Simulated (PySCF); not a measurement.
## How the method changes the constants of SiN

State: ²Σ⁺ (doublet), unpaired electrons σ ↑. Set-up: Si cc-pV(D+d)Z, N cc-pVDZ; no relativity (PySCF 2.14). De refers to Si + N in their high-spin ground configurations, without counterpoise correction. The functionals are run spin-unrestricted. A positive dipole means Si(−)N(+).

| Level | Re (Å) | ωe (cm⁻¹) | De (eV) | μ (D) |
| --- | --- | --- | --- | --- |
| ROHF | 1.539 | 1299 | 0.76 | -2.19 |
| ROHF-MP2 | 1.605 | 1049 | 3.71 | n/a |
| ROHF-SCS-MP2 | 1.601 | 1067 | 3.63 | n/a |
| ROHF-CCSD | 1.584 | 1151 | 3.35 | n/a |
| ROHF-CCSD(T) | 1.599 | 1093 | 3.69 | n/a |
| PBE | 1.587 | 1132 | 4.98 | -2.37 |
| r²SCAN | 1.576 | 1160 | 4.35 | -2.32 |
| B3LYP | 1.574 | 1162 | 4.45 | -2.38 |
| PBE0 | 1.570 | 1179 | 4.22 | -2.36 |
| M06 | 1.569 | 1172 | 4.38 | -2.34 |
| MN15 | 1.565 | 1194 | 4.47 | -2.22 |

The bond length runs from 1.539 Å (ROHF) to 1.605 Å (ROHF-MP2). De spans 0.76 eV (ROHF, mean field) to 4.98 eV (PBE, GGA). Correlation at CCSD(T) changes the Hartree–Fock bond energy by +2.93 eV; the triples alone change it by +0.34 eV.

Correlated steps freeze 6 core orbitals. Correlated levels converge slowly with the basis: in double zeta they bind strong bonds too weakly, by up to about 1 eV, and carry superposition errors of some tenths. The CCSD T1 diagnostic is raised, a sign that a single reference may not be enough here. UHF is strongly spin-contaminated for SiN, so the ROHF reference used there is far from stable. The state was picked by a PBE0 search and need not be the measured ground state.
